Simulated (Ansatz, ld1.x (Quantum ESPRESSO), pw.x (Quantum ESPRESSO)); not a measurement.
**What a changed setting does to a pw.x run (sc S)**

Potential: norm-conserving Troullier–Martins (Kleinman–Bylander form), ld1.x (Quantum ESPRESSO) 7.5, LDA (PW92); core [Ne], reference 3s1.5 3p4.5; waves: 3s (bound): rc 1.40 bohr; 3p (bound): rc 1.65 bohr; 3d channel at 0.3 Ry: rc 1.45 bohr; local part: the d channel; core correction: Bessel-smoothed model core, default radius (core density twice the valence density).

The reference run (k-mesh 13³, cutoffs 75/300 Ry, Fermi–Dirac 0.01 Ry, mixing_beta 0.4, conv_thr 1e-9, no spin) gives -1.56 GPa at 16.353 Å³/atom, where all-electron LAPW gives -0.81 GPa. This run, with its own iteration cap, changes nspin = 2 with starting_magnetization to 0.5.

```
&control
  calculation='scf', prefix='x', pseudo_dir='./', outdir='./tmp', tstress=.true., disk_io='none'
/
&system
  ibrav=0, nat=1, ntyp=1, ecutwfc=75, ecutrho=300, nbnd=10,
  occupations='smearing', smearing='fd', degauss=0.01, nspin=2, starting_magnetization(1)=0.5
/
&electrons
  conv_thr=1e-09, mixing_beta=0.4, electron_maxstep=70
/
ATOMIC_SPECIES
S 1.0 S.UPF
CELL_PARAMETERS angstrom
  2.53823880 0.00000000 0.00000000
  0.00000000 2.53823880 0.00000000
  0.00000000 0.00000000 2.53823880
ATOMIC_POSITIONS crystal
S 0.0000 0.0000 0.0000
K_POINTS automatic
13 13 13 0 0 0
```

```bash
pw.x < S.scf.in > S.scf.out
```

Problem. How does the run end?

Solution. It converges in 8 iterations; the free energy moves by +0.0 meV/atom and the pressure by +0.00 GPa. The result is that of the reference run.

```
Message from routine setup:
     using ibrav=0 with symmetry is DISCOURAGED, use correct ibrav instead
     lattice parameter (alat)  =       4.7966  a.u.
     unit-cell volume          =     110.3555 (a.u.)^3
     number of electrons       =         6.00
     number of Kohn-Sham states=           10
     kinetic-energy cutoff     =      75.0000  Ry
     charge density cutoff     =     300.0000  Ry
     scf convergence threshold =      1.0E-09
     Exchange-correlation= PW
     atomic species   magnetization
     number of k points=    84  Fermi-Dirac smearing, width (Ry)=  0.0100
     iteration #  1     ecut=    75.00 Ry     beta= 0.40
     total energy              =     -30.73777344 Ry
     estimated scf accuracy    <       0.02763805 Ry
     total magnetization       =     0.66 Bohr mag/cell
     absolute magnetization    =     0.66 Bohr mag/cell
     iteration #  2     ecut=    75.00 Ry     beta= 0.40
     total energy              =     -30.78543701 Ry
     estimated scf accuracy    <       0.01311783 Ry
     total magnetization       =     0.43 Bohr mag/cell
     absolute magnetization    =     0.43 Bohr mag/cell
     iteration #  3     ecut=    75.00 Ry     beta= 0.40
     total energy              =     -30.79773407 Ry
     estimated scf accuracy    <       0.00040846 Ry
     total magnetization       =     0.05 Bohr mag/cell
     absolute magnetization    =     0.05 Bohr mag/cell
     iteration #  4     ecut=    75.00 Ry     beta= 0.40
     c_bands:  1 eigenvalues not converged
     total energy              =     -30.79793451 Ry
     estimated scf accuracy    <       0.00004437 Ry
     total magnetization       =     0.02 Bohr mag/cell
     absolute magnetization    =     0.02 Bohr mag/cell
     iteration #  5     ecut=    75.00 Ry     beta= 0.40
     total energy              =     -30.79802088 Ry
     estimated scf accuracy    <       0.00000574 Ry
     total magnetization       =    -0.01 Bohr mag/cell
     absolute magnetization    =     0.01 Bohr mag/cell
     iteration #  6     ecut=    75.00 Ry     beta= 0.40
     total energy              =     -30.79802532 Ry
     estimated scf accuracy    <       0.00000005 Ry
     total magnetization       =    -0.00 Bohr mag/cell
     absolute magnetization    =     0.00 Bohr mag/cell
     iteration #  7     ecut=    75.00 Ry     beta= 0.40
     total energy              =     -30.79802547 Ry
     estimated scf accuracy    <       0.00000006 Ry
     total magnetization       =     0.00 Bohr mag/cell
     absolute magnetization    =     0.00 Bohr mag/cell
     iteration #  8     ecut=    75.00 Ry     beta= 0.40
     the Fermi energy is     9.0775 ev
!    total energy              =     -30.79802553 Ry
     estimated scf accuracy    <          4.1E-10 Ry
     smearing contrib. (-TS)   =      -0.00207057 Ry
     The total energy is F=E-TS. E is the sum of the following terms:
     one-electron contribution =       4.32515267 Ry
     hartree contribution      =       1.35596450 Ry
     xc contribution           =     -15.18215141 Ry
     ewald contribution        =     -21.29492071 Ry
     total magnetization       =    -0.00 Bohr mag/cell
     absolute magnetization    =     0.00 Bohr mag/cell
     convergence has been achieved in   8 iterations
          total   stress  (Ry/bohr**3)                   (kbar)     P=      -15.63
     Message from routine punch:
     Nothing written, as per user request (disk_io='none')
```

The run took about 38 s on one core of a shared host (Neoverse-N1, 64 threads, 498 GiB, load 24).
